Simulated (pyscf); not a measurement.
**Concerted two-bond exchange: H₂N–SiH: (SMILES N[SiH]) [singlet] + HF (SMILES F) → HN=SiH–F (SMILES N=[SiH]F) + H₂ (SMILES [H][H])**

Gas phase, singlet surface, charge 0. Bonds broken: N1–H3, F6–H7. Bonds formed: Si2–F6, H3–H7. PySCF, gas phase, ωB97X-D3(BJ)/def2-SVP geometries.

Transition state (Å):

```xyz
7

N     -0.9388     0.7424    -0.0716
Si     0.7166     0.2348     0.0578
H     -1.5641    -0.1432     0.2391
H     -1.3011     1.2004    -0.9140
H      1.1675    -0.4200    -1.2351
F      0.2241    -1.1025     0.9901
H     -1.2357    -1.2065     0.5223
```

One imaginary mode, 1291i cm⁻¹; descent along it reached the two sides named, in the forms told below.

| bond | change | reactant side (Å) | saddle | product side |
|---|---|---|---|---|
| N1–H3 | breaks | 1.018 | 1.128 | 2.541 |
| F6–H7 | breaks | 0.939 | 1.536 | 4.5 |
| Si2–F6 | forms | 2.9 | 1.703 | 1.609 |
| H3–H7 | forms | 2.298 | 1.148 | 0.763 |

Electronic energies relative to the separated reactants (eV):

```csv
level,barrier,reaction energy,reverse barrier
ωB97X-D3(BJ)/def2-TZVP,3.00,-0.67,3.67
PBE/def2-TZVP,2.03,-0.69,2.72
r²SCAN/def2-TZVP,2.14,-0.87,3.01
B3LYP-D3(BJ)/def2-TZVP,2.46,-0.70,3.16
PBE0-D3(BJ)/def2-TZVP,2.55,-0.56,3.11
M06-2X/def2-TZVP,2.91,-0.65,3.56
ωB97M-D3(BJ)/def2-TZVP,2.92,-0.59,3.51
HF/def2-TZVP,4.40,-0.44,4.84
```

With ωB97M-D3(BJ)/def2-TZVP energies and thermal terms (ideal gas, 1 atm, RRHO with modes under 100 cm⁻¹ raised to 100, one conformer, R ln 2 for chiral ones without a mode under 150 cm⁻¹), in eV:

```csv
T (K),ΔH‡,ΔG‡,ΔH,ΔG
298,2.68,3.09,-0.78,-0.72
600,2.69,3.50,-0.75,-0.67
900,2.72,3.90,-0.72,-0.64
1200,2.76,4.29,-0.70,-0.62
```

On the reactant side the descent ends in a complex (not fully relaxed), 0.20 eV under the separated species and 3.21 eV under the saddle at ωB97X-D3(BJ)/def2-TZVP. The same reactants have a lower exit, to H₂N–Si:–F [singlet] + H₂ (barrier +0.33 eV at ωB97M-D3(BJ)/def2-TZVP, against +2.92 eV here). HN=SiH–F lies 1.12 eV over its isomer H₂N–Si:–F [singlet] (electronic energy, ωB97M-D3(BJ)/def2-TZVP). One saddle was located; it need not be the lowest between these sides. A restricted solution here is unstable towards spin polarisation, so biradical character is likely and single-reference numbers are less safe.
